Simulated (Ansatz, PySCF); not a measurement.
Stepwise substitution at one centre (Si C2H5-H). Gas-phase values, no solvent. One relaxed conformer stands for each flexible species; it need not be the lowest. Strings in code marks are SMILES.

Quantity: redistribution energy (mixed species minus the weighted end members), in kcal/mol.

Level 1: frozen-core CCSD(T)/cc-pVDZ // B3LYP-D3(BJ)/def2-SVP (Ansatz, a program for electronic structure)
Level 2: frozen-core MP2/cc-pVDZ // B3LYP-D3(BJ)/def2-SVP (Ansatz)
Level 3: B3LYP/6-311+G** // B3LYP-D3(BJ)/def2-SVP (PySCF)
Level 4: HF/STO-3G // B3LYP-D3(BJ)/def2-SVP (PySCF)

```json
[
 {"species": "1 of 4 C2H5 replaced by H: `CC[SiH](CC)CC`", "level 1": "1.06", "level 2": "…", "level 3": "-0.92", "level 4": "0.17"},
 {"species": "3 of 4 C2H5 replaced by H: `CC[SiH3]`", "level 1": "1.01", "level 2": "…", "level 3": "…", "level 4": "0.52"},
 {"species": "2 of 4 C2H5 replaced by H: `CC[SiH2]CC` (C–C–Si–C torsion 180°, C–Si–C–C torsion 180°)", "level 1": "1.35", "level 2": "1.56", "level 3": "-1.21", "level 4": "0.60"}
]
```

Problem. Some entries are withheld; supply them.

Solution. 
- 1 of 4 C2H5 replaced by H: `CC[SiH](CC)CC`, level 2: 1.28
- 3 of 4 C2H5 replaced by H: `CC[SiH3]`, level 2: 1.09
- 3 of 4 C2H5 replaced by H: `CC[SiH3]`, level 3: -0.71
